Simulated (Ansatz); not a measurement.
Telling isomers of CH7BSi apart by their spectra

These gas-phase data were calculated for one isomer of CH7BSi at B3LYP-D3(BJ)/def2-SVP (harmonic, unscaled wavenumbers; equilibrium rotational constants with average atomic masses):

* rotational constants: 21.94, 5.434, 4.933 GHz
* all wavenumbers above 1500 cm⁻¹: 3110, 3041, 2641, 2558, 2234, 2232, 2225

Candidates:

(1) `B[SiH2]C`, a singlet
(2) `BC[SiH3]`, a singlet
(3) `CB[SiH3]`, a singlet

Problem. Which structure fits?

Solution. Candidate (2). 2 modes lie between 2350 and 2900 cm⁻¹, one for each B–H bond, while (3) has 1. 3 modes lie between 2000 and 2380 cm⁻¹, one for each Si–H bond, while (1) has 2.

The same quantities for all candidates:

|  | rotational constants (GHz) | wavenumbers above 1500 cm⁻¹ | E above the lowest, B3LYP-D3(BJ)/def2-SVP (kcal/mol) |
| --- | --- | --- | --- |
| (1) | 17.84, 5.688, 4.682 | 3127, 3123, 3033, 2654, 2565, 2187, 2160 | 11.4 |
| (2) | 21.94, 5.434, 4.933 | 3110, 3041, 2641, 2558, 2234, 2232, 2225 | 0.0 |
| (3) | 28.25, 4.101, 3.822 | 3127, 3070, 2964, 2575, 2200, 2199, 2181 | 5.8 |

Harmonic stretches to hydrogen usually lie a few per cent above observed fundamentals. Each candidate is one conformer. Programs: Ansatz 0.2.0.
